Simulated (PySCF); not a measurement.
Homolysis of single bonds, series Al F-NH2. All species are isolated molecules in the gas phase. Strings in code marks are SMILES.

The numbers are results of PBE-D3(BJ)/def2-TZVP // CAM-B3LYP-D3(BJ)/def2-TZVP (PySCF 2.14.0), not measurements. 

```
species                               highest occupied spin orbital (eV)  dipole moment (D)
------------------------------------  ----------------------------------  -----------------
radical fragment (`[F][Al][F]`)                                    -5.94               1.69
whole molecule (`[NH2][Al]([F])[F]`)                                   –               2.56
radical fragment (`[NH2]`)                                         -7.03               1.90
radical fragment (`[F][Al][NH2]`)                                  -5.11               2.21
```
